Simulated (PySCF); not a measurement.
Two structures of CH$_{7}$NSi, closed shell, reached by relaxing down either side of one saddle point (PBE0-D4/def2-TZVP). Energies are electronic, without zero-point energy. Computed with PySCF 2.14 with density fitting (its default auxiliary sets; JK sets also for MP2 and CCSD(T)) (basis: def2-TZVPP and def2-QZVPP); correlated methods freeze the cores. Extrapolation: Hartree–Fock as exp(−7.88 √X), correlation as X^−2.97. First:

```json
{"atom": "Si1", "x (Å)": "-1.2078", "y (Å)": "-1.2645", "z (Å)": "-0.4653"}
{"atom": "H2", "x (Å)": "0.8071", "y (Å)": "-0.8006", "z (Å)": "0.9593"}
{"atom": "N3", "x (Å)": "0.4255", "y (Å)": "-0.2774", "z (Å)": "0.1777"}
{"atom": "C4", "x (Å)": "0.1345", "y (Å)": "1.1030", "z (Å)": "0.5826"}
{"atom": "H5", "x (Å)": "-1.1312", "y (Å)": "-0.4535", "z (Å)": "-1.7603"}
{"atom": "H6", "x (Å)": "-0.2835", "y (Å)": "-2.3637", "z (Å)": "-0.9920"}
{"atom": "H7", "x (Å)": "1.1205", "y (Å)": "-0.2967", "z (Å)": "-0.5604"}
{"atom": "H8", "x (Å)": "-0.2461", "y (Å)": "1.6429", "z (Å)": "-0.2837"}
{"atom": "H9", "x (Å)": "1.0193", "y (Å)": "1.6107", "z (Å)": "0.9719"}
{"atom": "H10", "x (Å)": "-0.6477", "y (Å)": "1.0819", "z (Å)": "1.3414"}
```

Second:

| atom | x (Å) | y (Å) | z (Å) |
| --- | --- | --- | --- |
| Si1 | -0.6748 | -1.2170 | -0.0242 |
| H2 | -1.1462 | -1.2078 | 1.3872 |
| N3 | 0.6070 | -0.0875 | -0.1812 |
| C4 | 0.4812 | 1.3055 | 0.1898 |
| H5 | -1.8736 | -0.9462 | -0.8773 |
| H6 | -0.1381 | -2.5522 | -0.3952 |
| H7 | 1.2895 | -0.2533 | -0.9033 |
| H8 | 0.0291 | 1.9326 | -0.5903 |
| H9 | 1.4560 | 1.7310 | 0.4440 |
| H10 | -0.1462 | 1.3901 | 1.0814 |

**Question.** Which bonds change from the first to the second?

**Answer.** CH₅N ([CH3][NH2]) + SiH₂ → CH₇NSi ([CH3][NH][SiH3]); bonds formed: Si1–H2; dative contacts that become bonds: Si1–N3; bonds broken: H2–N3.

**Question.** Give the saddle point's structure and its height above each. (An estimate is asked for; the value comes from the calculation.)

**Answer.** Computed: 1.671 eV above the first and 3.079 eV above the second (CCSD(T) at an estimated basis limit (MP2 extrapolated from triple and quadruple zeta, plus CCSD(T) − MP2 in triple zeta)).
```json
{"atom": "Si1", "x (Å)": "-0.9485", "y (Å)": "-1.2838", "z (Å)": "-0.2215"}
{"atom": "H2", "x (Å)": "-0.0213", "y (Å)": "-0.9847", "z (Å)": "1.0579"}
{"atom": "N3", "x (Å)": "0.5820", "y (Å)": "-0.2284", "z (Å)": "0.0691"}
{"atom": "C4", "x (Å)": "0.3586", "y (Å)": "1.1696", "z (Å)": "0.3563"}
{"atom": "H5", "x (Å)": "-1.8614", "y (Å)": "-0.4867", "z (Å)": "-1.1128"}
{"atom": "H6", "x (Å)": "-0.4009", "y (Å)": "-2.3729", "z (Å)": "-1.0893"}
{"atom": "H7", "x (Å)": "1.4591", "y (Å)": "-0.4315", "z (Å)": "-0.3938"}
{"atom": "H8", "x (Å)": "0.1380", "y (Å)": "1.7477", "z (Å)": "-0.5489"}
{"atom": "H9", "x (Å)": "1.2111", "y (Å)": "1.6199", "z (Å)": "0.8704"}
{"atom": "H10", "x (Å)": "-0.5168", "y (Å)": "1.2509", "z (Å)": "1.0124"}
```

The T1 diagnostic stays at or below 0.013. The restricted Hartree–Fock reference is unstable towards an unrestricted one at one or more of these structures.

Losses and insertions of silylenes and their heavier kin drive the gas-phase chemistry of silicon and germanium vapour deposition.

Labels in which every atom is bracketed show which atoms are joined, not bond orders.

For scale, one of the runs: CCSD(T)/def2-TZVPP, 202 basis functions, launched by `OMP_NUM_THREADS=4 python run.py`. Hardware: 4 CPU threads of an Arm Neoverse V1, shared host. Wall time 6 min; peak host memory 2.3 GiB.
